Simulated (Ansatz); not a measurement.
Mulliken charges of C₃H₅NO, SMILES `COCC#N` from ωB97M-V/def2-TZVPP in Ansatz (PBE0-D4/def2-TZVP geometry).

```json
{"atom": "C1", "x (Å)": "-0.885", "y (Å)": "1.022", "z (Å)": "0.707", "charge (e)": "-0.184"}
{"atom": "O2", "x (Å)": "-0.576", "y (Å)": "0.238", "z (Å)": "-0.419", "charge (e)": "-0.276"}
{"atom": "C3", "x (Å)": "0.567", "y (Å)": "-0.534", "z (Å)": "-0.209", "charge (e)": "0.077"}
{"atom": "C4", "x (Å)": "0.845", "y (Å)": "-1.331", "z (Å)": "-1.400", "charge (e)": "-0.187"}
{"atom": "N5", "x (Å)": "1.094", "y (Å)": "-1.972", "z (Å)": "-2.319", "charge (e)": "-0.016"}
{"atom": "H6", "x (Å)": "-0.071", "y (Å)": "1.719", "z (Å)": "0.945", "charge (e)": "0.108"}
{"atom": "H7", "x (Å)": "-1.084", "y (Å)": "0.397", "z (Å)": "1.588", "charge (e)": "0.109"}
{"atom": "H8", "x (Å)": "-1.781", "y (Å)": "1.590", "z (Å)": "0.463", "charge (e)": "0.137"}
{"atom": "H9", "x (Å)": "1.447", "y (Å)": "0.093", "z (Å)": "0.000", "charge (e)": "0.116"}
{"atom": "H10", "x (Å)": "0.443", "y (Å)": "-1.220", "z (Å)": "0.643", "charge (e)": "0.116"}
```

Problem. By hand: the dipole of these point charges (1 e Å = 4.8032 D).

Solution. Σ q r = (0.039, 0.302, 0.682) e Å, of length 0.747 e Å = 3.59 D.

Problem. How does the dipole of the full density compare? (Estimate.)

Solution. Ansatz gave: (-0.067, 0.475, 0.867) e Å, 4.76 D; the point charges give 0.75 times that, at 8° from its direction.

Point charges leave out the atoms' own dipoles, such as those of lone pairs, and Mulliken's split depends on the basis, so the two needn't agree.
